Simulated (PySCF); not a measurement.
Ionisation energies (eV) were calculated with PySCF 2.14 by LDA, MP2 (valence), PBE0, in another order, as differences of total energies without spin-orbit coupling. The measured values are between term centres (NIST).

| species | measured | A | B | C |
| --- | --- | --- | --- | --- |
| Mg (x2c-QZVPPall with one added diffuse shell each of s, p, d, f type, spin-free X2C) | 7.646 | 7.733 | 7.551 | 7.258 |
| Al⁺ (x2c-QZVPPall with one added diffuse shell each of s, p, d, f type, spin-free X2C) | 18.829 | 18.928 | 18.684 | 18.350 |
| Ca (x2c-QZVPPall with one added diffuse shell each of s, p, d, f type, spin-free X2C) | 6.113 | 6.232 | 6.013 | 5.690 |
| Cr (x2c-QZVPPall with one added diffuse shell each of s, p, d, f, g type, spin-free X2C) | 6.767 | 7.593 | 7.050 | 6.524 |
| Ge (x2c-QZVPPall with one added diffuse shell each of s, p, d, f type, spin-free X2C) | 7.925 | 8.011 | 7.919 | 7.777 |
| As (x2c-QZVPPall with one added diffuse shell each of s, p, d, f type, spin-free X2C) | 10.008 | 10.024 | 9.939 | 9.921 |
| Se (x2c-QZVPPall with one added diffuse shell each of s, p, d, f type, spin-free X2C) | 9.635 | 9.893 | 9.626 | 9.333 |
| Pd (x2c-QZVPPall with one added diffuse shell each of s, p, d, f, g type, spin-free X2C) | 8.512 | 9.299 | 8.437 | 8.746 |

Task: Which column is which method?

Result: A is LDA (mean error 0.28 eV); B is PBE0 (mean error -0.03 eV); C is MP2 (valence) (mean error -0.23 eV). LDA overbinds the outer electron and comes out highest. PBE0, with a quarter of exact exchange, lies close to experiment on average. Valence MP2 in a finite basis recovers only part of the missing correlation, so it stays below experiment on average.
